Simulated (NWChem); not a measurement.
All runs are NWChem calculations. System: acetic acid (C$_{2}$H$_{4}$O$_{2}$), charge 0, spin multiplicity 1, at a geometry optimised with PBE0/def2-SVP. Level: CCSD(T)/6-311G** (spherical d), 4 core orbitals frozen.

Part of the output:

```
             Northwest Computational Chemistry Package (NWChem) 7.3.0
             --------------------------------------------------------

                                NWChem Input Module
                                -------------------

 Scaling coordinates for geometry "geometry" by  1.889725989
 (inverse scale =  0.529177249)

 Turning off AUTOSYM since
 SYMMETRY directive was detected!

                             Geometry "geometry" -> ""
                             -------------------------

 Output coordinates in angstroms (scale by  1.889725989 to convert to a.u.)

  No.       Tag          Charge          X              Y              Z
 ---- ---------------- ---------- -------------- -------------- --------------
    1 C                    6.0000     1.34798400     0.35053000     0.00000000
    2 C                    6.0000    -0.07032600    -0.13587000     0.00000000
    3 O                    8.0000    -0.94509200     0.88294900     0.00000000
    4 O                    8.0000    -0.42035400    -1.28554700     0.00000000
    5 H                    1.0000     2.03055600    -0.50579800     0.00000000
    6 H                    1.0000     1.52737700     0.97854600    -0.88481200
    7 H                    1.0000     1.52737700     0.97854600     0.88481200
    8 H                    1.0000    -1.82769400     0.48153100     0.00000000

 Effective nuclear repulsion energy (a.u.)     121.5409525164

            Nuclear Dipole moment (a.u.)
            ----------------------------
        X                 Y               Z
 ---------------- ---------------- ----------------
    -0.0000075589     0.0000018897     0.0000000000

      Symmetry information
      --------------------

 Group name             Cs
 Group number              2
 Group order               2
 No. of unique centers     7

      Symmetry unique atoms

     1    2    3    4    5    6    8


 Summary of "ao basis" -> "" (spherical)
 ------------------------------------------------------------------------------
       Tag                 Description            Shells   Functions and Types
 ---------------- ------------------------------  ------  ---------------------
 *                          6-311g**                  on all atoms

 Summary of "ao basis" -> "ao basis" (spherical)
 ------------------------------------------------------------------------------
       Tag                 Description            Shells   Functions and Types
 ---------------- ------------------------------  ------  ---------------------
 C                          6-311g**                 8       18   4s3p1d
 O                          6-311g**                 8       18   4s3p1d
 H                          6-311g**                 4        6   3s1p

                                 NWChem SCF Module
                                 -----------------

  ao basis        = "ao basis"
  functions       =    96
  atoms           =     8
  closed shells   =    16
  open shells     =     0
  charge          =   0.00
  wavefunction    = RHF
  use symmetry    = T
  symmetry adapt  = T

 Summary of "ao basis" -> "ao basis" (spherical)
 ------------------------------------------------------------------------------
       Tag                 Description            Shells   Functions and Types
 ---------------- ------------------------------  ------  ---------------------
 C                          6-311g**                 8       18   4s3p1d
 O                          6-311g**                 8       18   4s3p1d
 H                          6-311g**                 4        6   3s1p

      Symmetry analysis of basis
      --------------------------

        a'         68
        a"         28

 Forming initial guess at       0.0s

      Superposition of Atomic Density Guess
      -------------------------------------

 Sum of atomic energies:        -226.88859123

      Non-variational initial energy
      ------------------------------

 Total energy =    -228.847630
 1-e energy   =    -549.946808
 2-e energy   =     199.558225
 HOMO         =      -0.392051
 LUMO         =       0.041122

      Symmetry analysis of molecular orbitals - initial
      -------------------------------------------------
[...]
task       243 out of      1176 done  20%  at       1.0 secs
task       294 out of      1176 done  25%  at       1.2 secs
task       353 out of      1176 done  30%  at       1.4 secs
task       412 out of      1176 done  35%  at       1.6 secs
task       471 out of      1176 done  40%  at       1.8 secs
task       530 out of      1176 done  45%  at       1.9 secs
task       588 out of      1176 done  50%  at       2.1 secs
task       654 out of      1176 done  55%  at       2.1 secs
task       706 out of      1176 done  60%  at       2.2 secs
task       765 out of      1176 done  65%  at       2.3 secs
task       824 out of      1176 done  70%  at       2.4 secs
task       882 out of      1176 done  75%  at       2.6 secs
task       941 out of      1176 done  80%  at       2.7 secs
task      1000 out of      1176 done  85%  at       2.8 secs
task      1059 out of      1176 done  90%  at       3.0 secs
task      1119 out of      1176 done  95%  at       3.1 secs
task      1176 out of      1176 done 100%  at       3.2 secs
 commencing triples evaluation - blocking       1
 ccsd(t): done        1 out of       80 progress:    1.2%
 ccsd(t): done        2 out of       80 progress:    2.5%
 ccsd(t): done        3 out of       80 progress:    3.8%
 ccsd(t): done        4 out of       80 progress:    5.0%
 ccsd(t): done        5 out of       80 progress:    6.2%
 ccsd(t): done        6 out of       80 progress:    7.5%
 ccsd(t): done        7 out of       80 progress:    8.8%
 ccsd(t): done        8 out of       80 progress:   10.0%
 ccsd(t): done        9 out of       80 progress:   11.2%
 ccsd(t): done       10 out of       80 progress:   12.5%
 ccsd(t): done       11 out of       80 progress:   13.8%
 ccsd(t): done       12 out of       80 progress:   15.0%
 ccsd(t): done       13 out of       80 progress:   16.2%
 ccsd(t): done       14 out of       80 progress:   17.5%
 ccsd(t): done       15 out of       80 progress:   18.8%
 ccsd(t): done       16 out of       80 progress:   20.0%
 ccsd(t): done       17 out of       80 progress:   21.2%
 ccsd(t): done       18 out of       80 progress:   22.5%
 ccsd(t): done       19 out of       80 progress:   23.8%
 ccsd(t): done       20 out of       80 progress:   25.0%
 ccsd(t): done       21 out of       80 progress:   26.2%
 ccsd(t): done       22 out of       80 progress:   27.5%
 ccsd(t): done       23 out of       80 progress:   28.8%
 ccsd(t): done       24 out of       80 progress:   30.0%
 ccsd(t): done       25 out of       80 progress:   31.2%
 ccsd(t): done       26 out of       80 progress:   32.5%
 ccsd(t): done       27 out of       80 progress:   33.8%
 ccsd(t): done       28 out of       80 progress:   35.0%
 ccsd(t): done       29 out of       80 progress:   36.2%
 ccsd(t): done       30 out of       80 progress:   37.5%
 ccsd(t): done       31 out of       80 progress:   38.8%
 ccsd(t): done       32 out of       80 progress:   40.0%
 ccsd(t): done       33 out of       80 progress:   41.2%
 ccsd(t): done       34 out of       80 progress:   42.5%
 ccsd(t): done       35 out of       80 progress:   43.8%
 ccsd(t): done       36 out of       80 progress:   45.0%
 ccsd(t): done       37 out of       80 progress:   46.2%
 ccsd(t): done       38 out of       80 progress:   47.5%
 ccsd(t): done       39 out of       80 progress:   48.8%
 ccsd(t): done       40 out of       80 progress:   50.0%
 ccsd(t): done       41 out of       80 progress:   51.2%
 ccsd(t): done       42 out of       80 progress:   52.5%
 ccsd(t): done       43 out of       80 progress:   53.8%
 ccsd(t): done       44 out of       80 progress:   55.0%
 ccsd(t): done       45 out of       80 progress:   56.2%
 ccsd(t): done       46 out of       80 progress:   57.5%
 ccsd(t): done       47 out of       80 progress:   58.8%
 ccsd(t): done       48 out of       80 progress:   60.0%
 ccsd(t): done       49 out of       80 progress:   61.2%
 ccsd(t): done       50 out of       80 progress:   62.5%
 ccsd(t): done       51 out of       80 progress:   63.8%
 ccsd(t): done       52 out of       80 progress:   65.0%
 ccsd(t): done       53 out of       80 progress:   66.2%
 ccsd(t): done       54 out of       80 progress:   67.5%
 ccsd(t): done       55 out of       80 progress:   68.8%
 ccsd(t): done       56 out of       80 progress:   70.0%
 ccsd(t): done       57 out of       80 progress:   71.2%
 ccsd(t): done       58 out of       80 progress:   72.5%
 ccsd(t): done       59 out of       80 progress:   73.8%
 ccsd(t): done       60 out of       80 progress:   75.0%
 ccsd(t): done       61 out of       80 progress:   76.2%
 ccsd(t): done       62 out of       80 progress:   77.5%
 ccsd(t): done       63 out of       80 progress:   78.8%
 ccsd(t): done       64 out of       80 progress:   80.0%
 ccsd(t): done       65 out of       80 progress:   81.2%
 ccsd(t): done       66 out of       80 progress:   82.5%
 ccsd(t): done       67 out of       80 progress:   83.8%
 ccsd(t): done       68 out of       80 progress:   85.0%
 ccsd(t): done       69 out of       80 progress:   86.2%
 ccsd(t): done       70 out of       80 progress:   87.5%
 ccsd(t): done       71 out of       80 progress:   88.8%
 ccsd(t): done       72 out of       80 progress:   90.0%
 ccsd(t): done       73 out of       80 progress:   91.2%
 ccsd(t): done       74 out of       80 progress:   92.5%
 ccsd(t): done       75 out of       80 progress:   93.8%
 ccsd(t): done       76 out of       80 progress:   95.0%
 ccsd(t): done       77 out of       80 progress:   96.2%
 ccsd(t): done       78 out of       80 progress:   97.5%
 ccsd(t): done       79 out of       80 progress:   98.8%
 ccsd(t): done       80 out of       80 progress:  100.0%
 Time for integral evaluation pass     1        3.30
 Time for triples evaluation pass      1       10.29

 pseudo-e(mp4)  -0.26486043613705E-01
 pseudo-e(mp5)   0.17125928588884E-02
        e(t)    -0.24773450754817E-01

 --------------
 CCSD(T) Energy
 --------------
 Reference energy:                    -227.875855228863941

 CCSD corr. energy:                     -0.701224812661593
 T(CCSD) corr. energy:                  -0.026486043613705
 Total CCSD+T(CCSD) energy:           -228.603566085139249

 CCSD corr. energy:                     -0.701224812661593
 (T) corr. energy:                      -0.024773450754817
 Total CCSD(T) energy:                -228.601853492280355

 routine      calls  cpu(0)   cpu-min  cpu-ave  cpu-max   i/o
 aoccsd          1     0.01     0.01     0.01     0.01    0.00
 iterdrv         1     0.02     0.02     0.02     0.02    0.00
 pampt          13     0.11     0.11     0.11     0.11    0.00
 t2pm           13     0.17     0.17     0.17     0.17    0.00
 sxy            13     1.12     1.12     1.12     1.12    0.00
 ints     17587726    50.62    50.62    50.62    50.62    0.00
 t2eri       15288    12.23    12.23    12.23    12.23    0.00
 idx2        15288     1.24     1.24     1.24     1.24    0.00
 idx34          13     0.13     0.13     0.13     0.13    0.00
 ht2pm          13     0.32     0.32     0.32     0.32    0.00
 itm            13     2.09     2.09     2.09     2.09    0.00
 pdiis          13     0.03     0.03     0.03     0.03    0.00
 triples         1     0.00     0.00     0.00     0.00    0.00
 rdtrpo          1     0.01     0.01     0.01     0.01    0.00
 trpmos          1     3.30     3.30     3.30     3.30    0.00
 trpdrv          1     1.03     1.03     1.03     1.03    0.00
 dovvv      149760     4.68     4.68     4.68     4.68    0.00
 doooo      149760     0.84     0.84     0.84     0.84    0.00
 tengy      138240     3.68     3.68     3.68     3.68    0.00
 Total                81.63    81.63    81.63    81.63    0.00

 Task  times  cpu:       86.0s     wall:       86.0s

 Total times  cpu:       86.0s     wall:       86.0s
```

Task: Write an NWChem input that would produce this output.

Result: This is not unique; one that fits is 
```
start mol
memory heap 100 mb stack 700 mb global 1900 mb
geometry units angstroms nocenter noautoz
  C      1.347984     0.350530     0.000000
  C     -0.070326    -0.135870     0.000000
  O     -0.945092     0.882949     0.000000
  O     -0.420354    -1.285547     0.000000
  H      2.030556    -0.505798     0.000000
  H      1.527377     0.978546    -0.884812
  H      1.527377     0.978546     0.884812
  H     -1.827694     0.481531     0.000000
  symmetry group Cs
end
basis spherical
  * library 6-311g**
end
scf
  rhf
  nopen 0
  maxiter 100
  thresh 1e-7
  semidirect memsize 60000000 filesize 0
end
ccsd
  freeze core 4
  maxiter 60
end
task ccsd(t) energy
```
